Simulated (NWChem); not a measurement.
Everything below was run with NWChem. System: HLi, charge 0, spin multiplicity 1, at a geometry optimised with B3LYP/def2-SVP. The structure started from a generated list of species. Level: G0W0@PBE0/def2-QZVP, RI basis def2-qzvp-rifit.

NWChem printed:

```
             Northwest Computational Chemistry Package (NWChem) 7.3.0
             --------------------------------------------------------

                                NWChem Input Module
                                -------------------

 Scaling coordinates for geometry "geometry" by  1.889725989
 (inverse scale =  0.529177249)

 Turning off AUTOSYM since
 SYMMETRY directive was detected!

                             Geometry "geometry" -> ""
                             -------------------------

 Output coordinates in angstroms (scale by  1.889725989 to convert to a.u.)

  No.       Tag          Charge          X              Y              Z
 ---- ---------------- ---------- -------------- -------------- --------------
    1 Li                   3.0000     0.00000000     0.00000000     0.39727500
    2 H                    1.0000     0.00000000     0.00000000    -1.19182500

 Effective nuclear repulsion energy (a.u.)       0.9990131187

            Nuclear Dipole moment (a.u.)
            ----------------------------
        X                 Y               Z
 ---------------- ---------------- ----------------
     0.0000000000     0.0000000000     0.0000000000

      Symmetry information
      --------------------

 Group name             C2v
 Group number             16
 Group order               4
 No. of unique centers     2

      Symmetry unique atoms

     1    2


 Summary of "ao basis" -> "" (spherical)
 ------------------------------------------------------------------------------
       Tag                 Description            Shells   Functions and Types
 ---------------- ------------------------------  ------  ---------------------
 *                         def2-qzvp                  on all atoms

 new library libraries.bse/

 Summary of "ri basis" -> "" (spherical)
 ------------------------------------------------------------------------------
       Tag                 Description            Shells   Functions and Types
 ---------------- ------------------------------  ------  ---------------------
 *                      def2-qzvp-rifit               on all atoms

                                 NWChem DFT Module
                                 -----------------

 Summary of "ao basis" -> "ao basis" (spherical)
 ------------------------------------------------------------------------------
       Tag                 Description            Shells   Functions and Types
 ---------------- ------------------------------  ------  ---------------------
[...]
    13      0.721911  1 Li px                10      0.233923  1 Li px
     7      0.183265  1 Li px                27     -0.055902  1 Li d  1

 Vector    5  Occ=0.000000D+00  E= 8.846072D-04  Symmetry=b2
              MO Center= -6.1D-30,  4.0D-14,  5.0D-01, r^2= 1.2D+01
   Bfn.  Coefficient  Atom+Function         Bfn.  Coefficient  Atom+Function
  ----- ------------  ---------------      ----- ------------  ---------------
    14      0.721911  1 Li py                11      0.233923  1 Li py
     8      0.183265  1 Li py                25      0.055902  1 Li d -1

 center of mass
 --------------
 x =   0.00000000 y =   0.00000000 z =   0.37355647

 moments of inertia (a.u.)
 ------------------
           7.946820186438           0.000000000000           0.000000000000
           0.000000000000           7.946820186438           0.000000000000
           0.000000000000           0.000000000000           0.000000000000

     Multipole analysis of the density
     ---------------------------------

     L   x y z        total         alpha         beta         nuclear
     -   - - -        -----         -----         ----         -------
     0   0 0 0     -0.000000     -2.000000     -2.000000      4.000000

     1   1 0 0     -0.000000     -0.000000     -0.000000      0.000000
     1   0 1 0     -0.000000     -0.000000     -0.000000      0.000000
     1   0 0 1      2.254814      1.127407      1.127407      0.000000

     2   2 0 0     -4.042154     -2.021077     -2.021077      0.000000
     2   1 1 0     -0.000000     -0.000000     -0.000000      0.000000
     2   1 0 1      0.000000      0.000000      0.000000      0.000000
     2   0 2 0     -4.042154     -2.021077     -2.021077      0.000000
     2   0 1 1      0.000000      0.000000      0.000000      0.000000
     2   0 0 2     -5.266790     -6.015066     -6.015066      6.763343

 Task  times  cpu:        2.0s     wall:        2.0s

                                NWChem Input Module
                                -------------------

                                 NWChem GW Module
                                 ----------------

                             ***********************
                             ***        GW       ***
                             ***********************

 Summary of "ri basis" -> "ri basis" (spherical)
 ------------------------------------------------------------------------------
       Tag                 Description            Shells   Functions and Types
 ---------------- ------------------------------  ------  ---------------------
 Li                     def2-qzvp-rifit             27      101   9s7p5d4f2g
 H                      def2-qzvp-rifit             16       56   6s4p3d2f1g

                 Memory Information
                 ------------------
          Available GA per process is          1700.0 MBs
          Available stack per process is        700.0 MBs
          Available heap per process is           0.0 MBs

          Peak memory in Initialization
              Peak GA per process is                  0.6 MBs
              Peak stack per process is               0.1 MBs
              Peak heap per process is                0.6 MBs
              Memory not in MA per process            0.0 MBs

          Peak memory in AFF Calculation
              Peak GA per process is                  0.6 MBs
              Peak stack per process is               0.1 MBs
              Peak heap per process is                0.0 MBs
              Memory not in MA per process            0.1 MBs

          Computing 2-center integrals
          Computing Inverse Cholesky factor
          Computing 3-center integrals
          Computing V_xc ...

          Computing Sigma_x
          Computing RPA polarizability
          Solving quasiparticle equations

                  Alpha Orbitals
          State     Energy (eV)     Error (eV)
          -----------------------------------
@GW         1        -61.202           0.004
@GW         2         -7.556           0.005
@GW         3         -0.090           0.002
@GW         4          0.963           0.002

   Applying   1.0059 eV scissor-shift to rest of hole states

     GW Timing Statistics
   ------------------------
   Init.   :          0.1s
     ERIs  :          0.2s
     Distr.:          0.0s
     Vxc   :          0.3s
   Sigma_x :          0.0s
   RPA     :          0.0s
   Wmn     :          0.0s
   Sigma_c :          0.0s
   GW total:          0.6s

 Task  times  cpu:        0.6s     wall:        0.6s

 Total times  cpu:        2.6s     wall:        2.6s
```

**Question.** Write an NWChem input that would produce this output.

**Answer.** One answer among several that fit: 
```
start mol
memory heap 200 mb stack 700 mb global 1700 mb
geometry units angstroms nocenter noautoz
  Li     0.000000     0.000000     0.397275
  H      0.000000     0.000000    -1.191825
  symmetry group C2v
end
basis spherical
  * library def2-qzvp
end
basis "ri basis" bse spherical
  * library def2-qzvp-rifit
end
dft
  xc pbe0
  iterations 100
  direct
  tolerances tight
end
task dft energy
gw
  states alpha occ 4 vir 2
end
task dft gw
```
